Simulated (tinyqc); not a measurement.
Stretching all distances: RHF, UHF, MP2, CISD and CCSD against full CI in the sto-6g basis, for HF, spin multiplicity 1. Computed by the program tinyqc with PySCF. Command: `OMP_NUM_THREADS=1 python tinyqc.py 112570 112571 out.jsonl`; one thread of a shared host (Intel(R) Xeon(R) Processor @ 2.60GHz), about 6 s.

Geometry (angstrom):
```
atom       x       y       z
F     0.0000  0.0000  0.0000
H     0.0000  0.0000  0.9010
```

All coordinates are multiplied by the scale. c0^2 is the weight of the RHF determinant in the lowest singlet FCI state (UHF is spin-contaminated and may lie near states of higher spin) and n(LUMO) the first natural occupation beyond the occupied space.

Full CI energy (hartree) and errors against it (kcal/mol):
```
scale   distance 1-2 (angstrom)      E(FCI)       RHF      UHF      MP2    CISD    CCSD  <S^2> UHF    c0^2  n(LUMO)
0.9600                   0.8650  -99.511969   13.9623  13.9623   4.3929  0.0000  0.0000     0.0000  0.9881   0.0234
1.2600                   1.1353  -99.518966   29.5532  29.5532  11.4398  0.0000  0.0000     0.0000  0.9607   0.0772
1.5700                   1.4146  -99.464158   55.9384  34.0864  24.3926  0.0000  0.0000     0.5988  0.8954   0.2063
1.8700                   1.6849  -99.421175   90.3317  18.0700  40.4039  0.0000  0.0000     0.8682  0.7958   0.4044
2.1700                   1.9552  -99.398595  127.0482   7.2976  52.9985  0.0000  0.0000     0.9569  0.6921   0.6111
2.4800                   2.2345  -99.389125  159.9421   2.4925  55.5022  0.0000  0.0000     0.9867  0.6115   0.7720
2.7800                   2.5048  -99.385889  184.0207   0.8235  46.3462  0.0000  0.0000     0.9958  0.5624   0.8699
```

UHF parts from RHF first at scale 1.57 of those listed, where <S^2> leaves zero. The weight c0^2 goes from 0.99 to 0.56 and n(LUMO) from 0.02 to 0.87: static correlation grows as the bonds break into open-shell fragments. The spread of the error along the curve, which distorts its shape, is CISD 0.0, CCSD 0.0, UHF 33.3, MP2 51.1, RHF 170.1 kcal/mol. With one virtual orbital CISD and CCSD are exact.
